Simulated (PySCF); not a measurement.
Rotational lines of HF

Lines J+1 ← J of the vibrational ground state, computed from RHF-CCSD(T) constants of HF, ¹Σ⁺ (singlet), closed shell (H 3-21G, F 3-21G; no relativity (PySCF 2.14); masses 1.0078 and 18.9984 u), in MHz:

| J | ν (MHz) |
| --- | --- |
| 0 | 1115703 |
| 1 | 2229938 |
| 2 | 3341237 |
| 3 | 4448133 |
| 4 | 5549158 |

(1) Find B0 and the effective bond length r0; with αe = 0.746 cm⁻¹, find Re.

Correlated steps freeze 1 core orbital. Where the molecule has an RHF reference, its open-shell atoms are computed with UHF. 3-21G is very small, so such numbers show the basis as much as the molecule.

Results:

(1) ν = 2B0(J+1) − 4D(J+1)³ gives B0 = 18.612 cm⁻¹. With the reduced mass μred = 0.95706 u, r0 = √(16.8576/(μred·B0)) (u, cm⁻¹, Å) = 0.9728 Å. Be = B0 + αe/2 = 18.985 cm⁻¹ gives Re = 0.963 Å.
